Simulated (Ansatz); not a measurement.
A run of Ansatz (development build ahead of 0.2.0) on singlet NO(+) at this shape:

```xyz
2

N    -0.0321    0.0193   -0.5985
O     0.0116   -0.0125    0.5416
```

Its results:

```yaml
Converged: yes
Reference_energy: -128.92927 hartree
Correlation_energy: -0.43557 hartree
Total_energy: -129.36484 hartree
Spin_squared_of_the_determinant: 0.000
```

(1) Which input gives this output? Name the method, the orbitals and the basis set, and write the input.

Results:

(1) RHF-MP2 in cc-pVTZ. An unrestricted run that stays on the closed shell gives the same numbers.

```yaml
crystal:
  periodic: [false, false, false]
  atoms:
    - { symbol: "N", position_ang: [-0.03206, 0.01926, -0.59847] }
    - { symbol: O, position_ang: [0.01157, -0.01247, 0.54163] }
basis:
  gaussian: { orbitals: cc-pVTZ }
total_charge: 1
hamiltonian:
  xc: hf
correlation:
  method: mp2
  frozen_orbitals: { "N": 1, O: 1 }
```
